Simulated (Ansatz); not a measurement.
Cu: Cu vacancy

Theory: DFT PBEsol, scalar-relativistic, plane waves, PAW in Ansatz. Run with 420 eV cutoff, 4×4×4 k-mesh, Gaussian smearing of 0.10 eV, no spin polarisation.

Host crystal, relaxed:

```yaml
crystal:
  lattice:
    - [0.00000, 1.78171, 1.78171]
    - [1.78171, 0.00000, 1.78171]
    - [1.78171, 1.78171, 0.00000]
  atoms:
    - { symbol: Cu, position: [0.00000, 0.00000, 0.00000] }
```

Supercell of 27 atoms, rows in host cell vectors: 3 0 0; 0 3 0; 0 0 3. Atoms relax at the host's cell, keeping the symmetry that the supercell leaves at the site. The cell is small, so energies carry finite-size errors of tenths of an eV. The host is a metal. Atoms are taken from and returned to the elements' standard states.

Defect: Cu vacancy at (0.000, 0.000, 0.000) of the host cell.

Problem. What is the formation energy of the neutral defect?

Solution. 1.38 eV.

Problem. Does the neutral defect carry a moment, and how do its surroundings relax?

Solution. The neutral run had no spin polarisation, so a moment wasn't tested. The nearest neighbours before are 12 Cu at 2.52 Å; after relaxation the atoms near the site are 12 Cu at 2.49 Å; the largest move is 0.03 Å.

Cost: 2 runs of about 5.6 core-minutes in all, on Intel Xeon Processor @ 2.70GHz (shared hosts).